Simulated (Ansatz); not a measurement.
# B2H5 (doublet): the correlation ladder at distance B1–H4 along a hydrogen transfer = 1.472 Å, cc-pVDZ

How much of the correlation energy of B2H5 (doublet) does each wave-function method recover here?

The runs use Ansatz 0.2.0, Gaussian basis; cc-pVDZ, core rule «outside noble gas», up to 2 orbitals frozen.

Plan: UHF; CCSD(T) on ROHF; CCSD(T) on UHF; BCCD(T) on ROHF; CISD; CCSDT(Q) on ROHF; CCSDT(Q) on UHF; CASSCF and MRCISD+Q, 3 electrons in 3 orbitals; CASSCF and NEVPT2, 3 electrons in 3 orbitals; CASSCF and NEVPT2, 9 electrons in 9 orbitals.

9 further runs of the same task are left out: 3 for a mislabelled method, 5 that didn't finish, 1 set aside as unsound or not needed.

### Step 1. The system

The geometry derives from fragments relaxed apart (PBE0/def2-TZVP) and kept rigid, so it is no stationary point. A hydrogen atom is moved between rigid fragments.

7 atoms, charge 0, spin multiplicity 2.

Atoms are counted from 1 here; the program's logs count them from 0.

Bond lengths: B1–H2 1.193 Å, B1–H3 1.193 Å, H4–B5 1.216 Å, B5–H6 1.191 Å, B5–H7 1.191 Å. Angles: H2–B1–H3 120.0°, H4–B5–H6 115.3°, H4–B5–H7 115.3°, H6–B5–H7 129.4°.

### Step 2. UHF

Contents of in.yaml:

```yaml
crystal:
  periodic: [false, false, false]
  atoms:
    - {symbol: B, position_ang: [-1.342211, 0.000000, 0.000000]}
    - {symbol: H, position_ang: [-1.938944, 1.033571, 0.000000]}
    - {symbol: H, position_ang: [-1.938944, -1.033571, 0.000000]}
    - {symbol: H, position_ang: [0.129789, 0.000000, 0.000000]}
    - {symbol: B, position_ang: [1.345789, 0.000000, 0.000000]}
    - {symbol: H, position_ang: [1.854862, 0.000000, 1.077008]}
    - {symbol: H, position_ang: [1.854862, 0.000000, -1.077008]}
basis:
  gaussian: {orbitals: cc-pVDZ}
magnetization: {spin_polarized: true, initial_magnetization: 1}
hamiltonian: {xc: hf}
output: {orbitals: {seedname: orbitals}}
```

The run is started by

```console
$ ansatz run in.yaml --threads 1 --pin off --events-out ev --progress --plain --max-ram 2393MiB
```

Further steps of the session: CCSD(T) on ROHF; CCSD(T) on UHF; BCCD(T) on ROHF; CISD; CCSDT(Q) on ROHF; CCSDT(Q) on UHF; CASSCF and MRCISD+Q, 3 electrons in 3 orbitals; CASSCF and NEVPT2, 3 electrons in 3 orbitals; CASSCF and NEVPT2, 9 electrons in 9 orbitals.

**Question.** What will the summary of the whole plan be? Wanted: UCCSDT(Q) below the RHF energy; RMP2 from UCCSDT(Q); UMP2 from UCCSDT(Q); RCCSD from UCCSDT(Q); RCCSD(T) from UCCSDT(Q); UCCSD(T) from UCCSDT(Q); RCCSDT(Q) from UCCSDT(Q); NEVPT2 pair from UCCSDT(Q); MRCISD+Q pair from UCCSDT(Q).

As calculated:

| quantity | value |
| --- | --- |
| UCCSDT(Q) below the RHF energy | -6.1948 eV |
| RMP2 from UCCSDT(Q) | +1342.1 meV |
| UMP2 from UCCSDT(Q) | +1344.1 meV |
| RCCSD from UCCSDT(Q) | +149.1 meV |
| RCCSD(T) from UCCSDT(Q) | +30.0 meV |
| UCCSD(T) from UCCSDT(Q) | +29.8 meV |
| RCCSDT(Q) from UCCSDT(Q) | +0.5 meV |
| NEVPT2 pair from UCCSDT(Q) | +1364.8 meV |
| MRCISD+Q pair from UCCSDT(Q) | +24.6 meV |
| NEVPT2 frontier from UCCSDT(Q) | +1303.5 meV |
| levels within 1 kcal/mol (43 meV) | RCCSD(T), UCCSD(T), BCCD(T), RCCSDT, UCCSDT, RCCSDT(Q), MRCISD+Q pair |
| T1 diagnostic | 0.015 |

In words: RCCSD(T) misses by +30.0 meV, 0.5 % of the correlation energy. Of the multireference levels listed MRCISD+Q pair comes nearest in total energy (+24.6 meV), which doesn't show that its space is the better one. These misses are within one basis, not against nature; the frozen cores of restricted and unrestricted runs differ, which can shift their rows.
